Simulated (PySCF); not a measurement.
disilane anion (H6Si2), SMILES [SiH3][SiH3] (connectivity only; charge and spin as stated), charge -1, multiplicity 2. Atoms are numbered in the order given.

```xyz
8

Si    -1.2666     0.0232     0.0000
Si     1.2666    -0.0232     0.0000
H     -1.5986    -0.8634     1.1824
H     -1.5986    -0.8634    -1.1824
H     -2.5473     0.9222     0.0000
H      1.5986     0.8634     1.1824
H      1.5986     0.8634    -1.1824
H      2.5473    -0.9222     0.0000
```
Charge -1, spin multiplicity 2.

Geometry: TPSSh-D3(BJ)/def2-SVPD. The multiplicity is an assumed one; other spin states were not compared.

Computed with PBE/pcH-1 (PySCF).

Unrestricted Kohn–Sham, ⟨S²⟩ = 0.754. Hyperfine tensors hold the contact and dipolar terms, without spin-orbit corrections.

Computed hyperfine couplings:
| nucleus | A(iso) (MHz) | A(iso) (G) | dipolar principal values (MHz) |
|---|---|---|---|
| 29Si no. 1 | -518.6 | -185.1 | -46.1, 15.8, 30.4 |
| 29Si no. 2 | -518.6 | -185.1 | -46.1, 15.8, 30.4 |
| 1H no. 3 | -20.5 | -7.3 | -4.2, -1.3, 5.5 |
| 1H no. 4 | -20.5 | -7.3 | -4.2, -1.3, 5.5 |
| 1H no. 5 | 183.4 | 65.5 | -3.9, -1.2, 5.1 |
| 1H no. 6 | -20.5 | -7.3 | -4.2, -1.3, 5.5 |
| 1H no. 7 | -20.5 | -7.3 | -4.2, -1.3, 5.5 |
| 1H no. 8 | 183.4 | 65.5 | -3.9, -1.2, 5.1 |

**Question.** And the g tensor (effective nuclear charges for spin-orbit coupling, GIAO)? (An estimate is asked for; the answer gives what the named calculation found.)

**Answer.** principal values 2.0018, 2.0031, 2.0048; isotropic 2.0032.
